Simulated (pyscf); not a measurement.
PySCF, gas phase, ωB97X-D3(BJ)/def2-SVP geometries.

**Question.** PBE/def2-TZVP puts the barrier of HO–SiH₂–CH₂–O–SiH₃ + H₂ → H₃C–O–SiH₃ + HO–SiH₃ (four-centre exchange; singlet surface; C–Si, H–H broken, C–H, H–Si formed) at 56.2 kcal/mol and the reaction energy at -7.1 kcal/mol, from the separated reactants. What do r²SCAN/def2-TZVP, M06-2X/def2-TZVP, ωB97M-D3(BJ)/def2-TZVP give on the same structures?

**Answer.** r²SCAN: ΔE‡ = 59.3 kcal/mol, ΔE = -6.3 kcal/mol; M06-2X: ΔE‡ = 66.4 kcal/mol, ΔE = -5.6 kcal/mol; ωB97M-D3(BJ): ΔE‡ = 64.0 kcal/mol, ΔE = -6.6 kcal/mol. PBE's barrier lies under all of them, by 3.2 to 10.2 kcal/mol. Its reaction energy lies under all of them, by 0.5 to 1.6 kcal/mol. Low barriers are usual for a GGA, whose delocalisation error favours stretched bonds. At the saddle there is also a short H–Si contact that neither side keeps. HO–SiH₂–CH₂–O–SiH₃ lies 31.8 kcal/mol over its isomer H₃C–O–SiH₂–O–SiH₃ (electronic energy, ωB97M-D3(BJ)/def2-TZVP). H₃C–O–SiH₃ lies 23.7 kcal/mol over its isomer H₃C–SiH₂–OH (electronic energy, ωB97M-D3(BJ)/def2-TZVP). This is the saddle that the search found; another between the same sides may lie lower.
